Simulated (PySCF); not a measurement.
## N: ionisation energy

N [He] 2s2 2p3 [2p1/2^2 2p3/2^1, M_J = 3/2] → N⁺ [He] 2s2 2p2 [2p1/2^2, M_J = 0], as a difference of total energies. Calculation: PySCF 2.14, in x2c-TZVPPall-2c; the two-component X2C-1e Hamiltonian. Correlated levels: 1s2 frozen. "Screened" scales the spin-orbit matrix elements by Boettger's factors to mimic the two-electron term; Breit and QED terms are absent.

```
                    method  ionisation energy (eV)
           GHF (spin-free)                  13.971
          GMP2 (spin-free)                  14.566
 GHF (screened spin-orbit)                  13.964
GMP2 (screened spin-orbit)                  14.559
```

Question: How much does correlation contribute at GMP2 (screened spin-orbit)?

Answer: 14.559 − (13.964) = 0.595 eV, measured against GHF (screened spin-orbit).

Errors of the correlated levels include the incompleteness of this basis and the frozen core.

The labels give the starting determinants; with spin-orbit coupling the two ends relaxed to ⟨J²⟩ = 3.76, ⟨L²⟩ = 0.00, ⟨S²⟩ = 3.76 and ⟨J²⟩ = 2.00, ⟨L²⟩ = 2.00, ⟨S²⟩ = 2.00.

The determinant of N⁺ mixes levels of different J (the jj label is only the starting occupation), so the difference between spin-free and spin-orbit rows is not the physical spin-orbit shift.

For comparison: 14.534 eV (measured; NIST Atomic Spectra Database, ionization energies).
